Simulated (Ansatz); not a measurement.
# BNH₆: vertical ionisation energy

One table from this session's results is given with a row withheld; the runs are named, their logs left out.

The runs use Ansatz 0.2.0, Gaussian basis; unrestricted cation, the program's frozen cores in correlated methods.

Levels to be run: UKS PBE-D4/def2-TZVPP; UKS r2SCAN-D4/def2-TZVPP; UKS PBE0-D4/def2-TZVPP; UKS B3LYP-D4/def2-TZVPP; UKS wB97X-V/def2-TZVPP; UKS wB97M-V/def2-TZVPP; UKS B2PLYP/def2-TZVPP; UHF-CCSD(T)/def2-TZVPP; UHF-MP2/def2-QZVPP; extrapolation to the limit; then −ε(HOMO) from the neutral's earlier runs with LDA (SPW92), PBE-D4, revPBE-D4, BLYP-D4, r2SCAN-D4, B97M-V, PBE0-D4, B3LYP-D4, r2SCANh-D4, r2SCAN0-D4, HSE06-D4, BHLYP-D4, CAM-B3LYP-D4, LC-ωPBE, ωB97X-V, ωB97M-V.

1 further run of the same task is left out (it didn't finish).

**The relaxed structure**

An earlier PBE0-D4 in a triple-zeta def2 set relaxation fixed the geometry.

SMILES `[BH3-][NH3+]`, 8 atoms, charge 0, spin multiplicity 1.

Atoms are counted from 1 here; the program's logs count them from 0.

Bond lengths: B1–N2 1.639 Å, B1–H3 1.212 Å, B1–H4 1.212 Å, B1–H5 1.212 Å, N2–H6 1.015 Å, N2–H7 1.015 Å, N2–H8 1.015 Å. Angles: N2–B1–H3 105.3°, N2–B1–H4 105.3°, N2–B1–H5 105.3°, H3–B1–H4 113.3°, H3–B1–H5 113.3°, H4–B1–H5 113.3°, B1–N2–H6 110.9°, B1–N2–H7 110.9°, B1–N2–H8 110.9°, H6–N2–H7 108.0°, H6–N2–H8 108.0°, H7–N2–H8 108.0°.

The first run:

The input, in.yaml:

```yaml
crystal:
  periodic: [false, false, false]
  atoms:
    - {symbol: B, position_ang: [-0.191313, 0.250782, -0.775402]}
    - {symbol: N, position_ang: [0.206511, -0.255108, 0.731709]}
    - {symbol: H, position_ang: [-0.078155, -0.728377, -1.480965]}
    - {symbol: H, position_ang: [-1.332573, 0.649687, -0.687235]}
    - {symbol: H, position_ang: [0.604395, 1.126591, -1.038429]}
    - {symbol: H, position_ang: [0.140754, 0.506981, 1.398737]}
    - {symbol: H, position_ang: [1.156575, -0.611274, 0.755256]}
    - {symbol: H, position_ang: [-0.413994, -0.996481, 1.040529]}
basis:
  gaussian: {orbitals: def2-TZVPP}
total_charge: 1
magnetization: {spin_polarized: true, initial_magnetization: 1}
hamiltonian: {xc: pbe, dispersion: d4}
```

Among the steps run: Cation, UKS PBE-D4/def2-TZVPP; Cation, UKS r2SCAN-D4/def2-TZVPP; Cation, UKS PBE0-D4/def2-TZVPP; Cation, UKS B3LYP-D4/def2-TZVPP; Cation, UKS wB97X-V/def2-TZVPP; Cation, UKS wB97M-V/def2-TZVPP; Cation, UKS B2PLYP (frozen core)/def2-TZVPP; Cation, UHF-CCSD(T)/def2-TZVPP; Cation, UHF-MP2/def2-QZVPP.

One of the session's tables, all rows but one given; the rest of the session is left out.

It belongs to the step «Ionisation energies side by side». Orbital estimates, from the neutral's runs:

| functional | −ε(HOMO) (eV) |
| --- | --- |
| LDA (SPW92) | ? |
| PBE-D4 | 6.42 |
| revPBE-D4 | 6.39 |
| BLYP-D4 | 6.36 |
| r2SCAN-D4 | 6.72 |
| B97M-V | 6.82 |
| PBE0-D4 | 7.79 |
| B3LYP-D4 | 7.61 |
| r2SCANh-D4 | 7.22 |
| r2SCAN0-D4 | 7.99 |
| HSE06-D4 | 7.38 |
| BHLYP-D4 | 9.14 |
| CAM-B3LYP-D4 | 9.28 |
| LC-ωPBE | 10.68 |
| ωB97X-V | 10.32 |
| ωB97M-V | 10.15 |

Estimate the missing values for LDA (SPW92).

As computed: −ε(HOMO) (eV): 6.44. In the column «−ε(HOMO) (eV)» it lies between PBE-D4 (6.42) and r2SCAN-D4 (6.72).
